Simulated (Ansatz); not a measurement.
**Isomers and spin states of CH₃Ga**

Ansatz 0.2.0, basis cc-pVDZ; geometries are PBE0/def2-TZVP minima. Wave-function levels freeze the cores with the filled d shells of p-block atoms; HF, MP2 and coupled cluster are restricted for singlets and unrestricted otherwise, restricted open-shell where a d shell is frozen, Kohn–Sham unrestricted where that lies lower. The reference is CCSDT(Q) (coupled cluster only where its series has nearly closed). Semilocal and hybrid functionals correlate all electrons outside any core potential and usually lie nearer their basis limit than the reference, so part of their error here is the reference's basis and frozen-core error; RPA and the MP2 part of double hybrids freeze the same cores as the reference. None of these values is a measured one. Energies are electronic, without zero-point terms. No spin–orbit coupling and no scalar relativity. The set is small: such energies can lie up to about 0.3 eV from the limit, spin gaps mostly less, so near ties and functionals' places can change in larger sets. The species are chosen: bound, without strong static correlation by their natural occupations or amplitudes, and with a ladder that closes on the reference, so errors are smaller than for species at large; levels whose determinant breaks symmetry or spin markedly are left out.

A. singlet; C–Ga 1.774, C–H 1.083, Ga–H 1.531, angles at Ga 180°, angles at C 117/121°. Coordinates (Å): C 0.000 0.000 1.485; Ga 0.000 0.000 -0.289; H 0.000 0.924 2.050; H 0.000 -0.924 2.050; H 0.000 0.000 -1.820
B. triplet; C–Ga 1.956, C–H 1.087/1.090, Ga–H 1.596, angles at Ga 119°, angles at C 114/123°. Coordinates (Å): C 0.000 0.083 1.626; Ga 0.000 -0.037 -0.327; H 0.000 1.034 2.159; H 0.000 -0.785 2.280; H 0.000 1.303 -1.196
C. singlet; C–Ga 2.035, C–H 1.097, angles at C 108/111°. Coordinates (Å): C -1.660 -0.017 0.000; Ga 0.375 0.004 0.000; H -2.069 1.000 0.001; H -2.053 -0.534 0.883; H -2.053 -0.531 -0.886

Q: From bonding and spin, estimate the order of these in energy at CCSDT(Q), each at its own geometry.

A: At CCSDT(Q), above the lowest of those listed: C (0.000 eV), A (1.972 eV), B (2.617 eV).

| level | A less C (eV) | B less C (eV) |
| --- | --- | --- |
| CCSDT(Q) | 1.972 | 2.617 |
| HF | 2.219 | 1.868 |
| CCSD(T) | 1.989 | 2.621 |
| CCSDT | 1.983 | 2.615 |
| PBE | 1.806 | 2.659 |
| r2SCAN | 1.753 | 2.335 |
| PBE0 | 1.903 | 2.557 |
| wB97M-V | 1.965 | 2.732 |
| B2PLYP | 1.932 | 2.652 |
| RPA-PBE | 2.042 | 2.629 |

Every level shown puts the same form lowest.

Another order above it: HF. The geometries are PBE0's, not this basis's own minima.
